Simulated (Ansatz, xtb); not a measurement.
**Ranking isomers of C2H3Si**

4 gas-phase structures of C2H3Si, found in a search over its isomers (lower ones may exist). Each was relaxed with GFN2-xTB:

A. `C=C=[SiH]`, a doublet
B. a doublet given by its coordinates
C. `C#C[SiH2]`, a doublet
D. a doublet given by its coordinates

D (Å):

| atom | x (Å) | y (Å) | z (Å) |
| --- | --- | --- | --- |
| C | -0.9255 | -0.4080 | -0.3728 |
| C | -0.5127 | -1.1852 | 0.6464 |
| Si | 1.2564 | -1.5972 | 1.0365 |
| H | -1.9667 | -0.1975 | -0.5578 |
| H | -1.2807 | -1.6046 | 1.2946 |
| H | -0.2247 | 0.0445 | -1.0580 |

Close contacts (Å): C1–C2 1.35, C2–Si3 1.86, C1–H4 1.08, C1–H6 1.08, C2–H5 1.09.

B (Å):

```xyz
6

C    -0.2390   -1.2481   -0.2783
C    -1.0564   -0.1110   -0.7296
Si   -0.9863    1.5000   -1.3442
H    -0.9160   -2.0499    0.0294
H     0.4045   -1.6495   -1.0691
H     0.3899   -1.0031    0.5846
```

Close contacts (Å): C1–C2 1.47, C2–Si3 1.73, C1–H4 1.09, C1–H5 1.10, C1–H6 1.10.

Task: Estimate their order in r2SCAN-D4/def2-SVP energy at these geometries, lowest first.

Result: Calculated order at r2SCAN-D4/def2-SVP: D (0.0), C (2.5), B (15.5), A (16.4) kcal/mol. Less than 1 kcal/mol parts B and A, so the order within that pair means little.

Energies above the lowest of each column, in kcal/mol; the last columns are at B3LYP-D3(BJ)/def2-SVP geometries (a dash: not run or not comparable):

```tsv
structure	GFN2-xTB	HF/STO-3G	r2SCAN-D4/def2-SVP	B3LYP-D3(BJ)/def2-SVP	CCSD(T)/def2-TZVP
D	0.2	0.0	0.0	0.0	0.7
C	0.0	8.4	2.5	3.9	0.0
B	24.4	17.4	15.5	12.0	12.1
A	18.8	26.9	16.4	15.4	–
```

CCSD(T)/def2-TZVP has C and D within 1 kcal/mol of each other at the bottom, and every level picks one of them. CCSD(T)/def2-TZVP orders those it was run on as C (0.0), D (0.7), B (12.1) kcal/mol. Less than 1 kcal/mol parts C and D, so the order within that pair means little. Frequencies (B3LYP-D3(BJ)/def2-SVP) were run for B, C, D alone. Open shells are spin-unrestricted, some with notable spin contamination. Large T1 diagnostics make some coupled-cluster values less sure.

Over these structures GFN2-xTB departs from r2SCAN-D4/def2-SVP by 3.4 kcal/mol on average once a common shift is removed. A GFN2-xTB relaxation took about 0.082 s and the r2SCAN-D4/def2-SVP energy about 3.6 s on a shared host (Ansatz 0.2.0, xtb 6.7.1).
